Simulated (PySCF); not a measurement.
Gas-phase reaction: H2BNH2 ⇌ HBNH + 2 H

Energies from PySCF (xtb for GFN2), thermal terms from the rigid-rotor harmonic-oscillator model, ideal gas at 1 bar. † marks an energy on the PBE0/def2-TZVP geometry and frequencies; other levels use their own. MP2 and CCSD(T) freeze the core. 6-31G* has spherical d functions here. Open shells (unrestricted): H (multiplicity 2); the rest are closed-shell singlets. GFN2 has no spin-polarisation term. B3LYP is the form with VWN-RPA correlation. H2BNH2, HBNH: computed as isolated molecules; such fragments, hydroxides, amides, oligomers or adducts are transient or little studied in the gas. MP2 isn't extrapolated to the basis-set limit; its ΔH°(298 K) is 516.9 kJ in def2-SVP and 539.9 kJ in def2-TZVPP. CCSD(T) isn't extrapolated to the basis-set limit; its ΔH°(298 K) is 542.9 kJ in def2-SVP and 565.3 kJ in def2-TZVPP. The harmonic model lacks anharmonicity and excited electronic states, which grow with temperature; levels with a mode under 35 cm⁻¹ are left out.

```csv
level,"ΔE electronic, kJ","ΔH°(298 K), kJ","ΔS°(298 K), J/K","ΔG°(600 K), kJ"
B3LYP/def2-TZVP†,616,568,211,437
CCSD(T)/def2-TZVPP†,613,565,211,434
GFN2-xTB,670,625,213,493
HF/6-31G*,527,477,209,347
MP2/def2-TZVPP†,588,540,211,409
PBE/def2-TZVP†,599,551,211,420
r2SCAN/def2-TZVP†,614,566,211,435
LDA/def2-TZVP†,662,614,211,483
ωB97X-V/def2-TZVP†,622,574,211,443
```
ΔH° is lowest at HF/6-31G* and highest at GFN2-xTB. No reference value is set beside these.
